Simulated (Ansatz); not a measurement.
# C3H3F: functionals against CCSD(T) at one geometry

The atoms stand at a structure displaced at random from a GFN2-xTB minimum. How far do the functionals agree with CCSD(T) there?

The runs use Ansatz 0.2.0, Gaussian basis; single points in def2-TZVPP.

Cores are frozen in the correlated methods.

**1. Starting geometry**

SMILES `CC#CF`, 7 atoms, charge 0, spin multiplicity 1.

Atoms are counted from 1 here; the program's logs count them from 0.

Bond lengths: C1–C2 1.475 Å, C1–H5 1.096 Å, C1–H6 1.094 Å, C1–H7 1.074 Å, C2–C3 1.175 Å, C3–F4 1.257 Å. Angles: C2–C1–H5 106.6°, C2–C1–H6 110.7°, C2–C1–H7 109.8°, H5–C1–H6 109.2°, H5–C1–H7 111.0°, H6–C1–H7 109.4°, C1–C2–C3 176.3°, C2–C3–F4 177.9°.

As a file:

```
C    -0.04050    0.98990   -0.06610
C    -0.02030   -0.48220    0.02090
C     0.06740   -1.65060    0.11440
F     0.11580   -2.90290    0.21190
H    -0.14380    1.24010   -1.12780
H    -0.89250    1.39810    0.48460
H     0.87030    1.39060    0.33770
```

**2. CCSD(T)/def2-TZVPP**

run/in.yaml reads:

```yaml
crystal:
  periodic: [false, false, false]
  atoms:
    - {symbol: C, position_ang: [-0.040500, 0.989900, -0.066100]}
    - {symbol: C, position_ang: [-0.020300, -0.482200, 0.020900]}
    - {symbol: C, position_ang: [0.067400, -1.650600, 0.114400]}
    - {symbol: F, position_ang: [0.115800, -2.902900, 0.211900]}
    - {symbol: H, position_ang: [-0.143800, 1.240100, -1.127800]}
    - {symbol: H, position_ang: [-0.892500, 1.398100, 0.484600]}
    - {symbol: H, position_ang: [0.870300, 1.390600, 0.337700]}
basis:
  gaussian: {orbitals: def2-TZVPP}
correlation: {method: ccsd_t}
output: {forces: true}
```

The command line of these runs was not kept.

**3. PBE0-D4/def2-TZVPP**

run/in.yaml: that of step 2 with these lines changed.

```diff
@@ -12,3 +12,3 @@
   gaussian: {orbitals: def2-TZVPP}
-correlation: {method: ccsd_t}
-output: {forces: true}
+hamiltonian: {xc: pbe0, dispersion: d4}
+output: {forces: true, orbitals: {seedname: orbitals}}
```

**4. wB97M-V/def2-TZVPP**

run/in.yaml: that of step 3 with these lines changed.

```diff
@@ -12,3 +12,3 @@
   gaussian: {orbitals: def2-TZVPP}
-hamiltonian: {xc: pbe0, dispersion: d4}
-output: {forces: true, orbitals: {seedname: orbitals}}
+hamiltonian: {xc: {name: wB97M-V}}
+output: {forces: true}
```

**5. r2SCAN-D4/def2-TZVPP**

run/in.yaml: that of step 4 with these lines changed.

```diff
@@ -12,3 +12,3 @@
   gaussian: {orbitals: def2-TZVPP}
-hamiltonian: {xc: {name: wB97M-V}}
+hamiltonian: {xc: r2scan, dispersion: d4}
 output: {forces: true}
```

**6. PBE-D4/def2-TZVPP**

run/in.yaml: that of step 5 with these lines changed.

```diff
@@ -12,3 +12,3 @@
   gaussian: {orbitals: def2-TZVPP}
-hamiltonian: {xc: r2scan, dispersion: d4}
+hamiltonian: {xc: pbe, dispersion: d4}
 output: {forces: true}
```

**7. revPBE-D4/def2-TZVPP**

run/in.yaml: that of step 6 with these lines changed.

```diff
@@ -12,3 +12,3 @@
   gaussian: {orbitals: def2-TZVPP}
-hamiltonian: {xc: pbe, dispersion: d4}
+hamiltonian: {xc: {name: revPBE}, dispersion: d4}
 output: {forces: true}
```

**8. BHLYP-D4/def2-TZVPP**

run/in.yaml: that of step 7 with these lines changed.

```diff
@@ -12,3 +12,3 @@
   gaussian: {orbitals: def2-TZVPP}
-hamiltonian: {xc: {name: revPBE}, dispersion: d4}
+hamiltonian: {xc: {name: BHLYP}, dispersion: d4}
 output: {forces: true}
```

(Steps that only read results are left out.)

What does the calculation give? Wanted: energy less free atoms, CCSD(T)/def2-TZVPP; RMS force component; RMS force error; HOMO and LUMO, PBE0-D4; T1 diagnostic.

As calculated:

| quantity | value |
| --- | --- |
| energy less free atoms, CCSD(T)/def2-TZVPP | -2823.5 kJ/mol |
| RMS force component | 0.468 to 1.109 eV/Å over the methods |
| RMS force error | PBE0-D4 0.236, wB97M-V 0.336, r2SCAN-D4 0.162, PBE-D4 0.217, revPBE-D4 0.226, BHLYP-D4 0.611 eV/Å |
| HOMO and LUMO, PBE0-D4 | -7.63 and 1.35 eV |
| T1 diagnostic | 0.012 |

What this shows: Against CCSD(T) the functionals' energies less atoms differ by -200.0 to +31.1 kJ/mol, PBE-D4 by -200.0 kJ/mol. A larger basis would deepen the CCSD(T) value, while the functionals are nearly converged already, so the order here is not reliable. The forces of r2SCAN-D4 come nearest to CCSD(T), those of BHLYP-D4 are farthest. Frozen-core CCSD(T) forces in triple zeta carry basis errors of their own, and this is one geometry, so small gaps rank nothing.
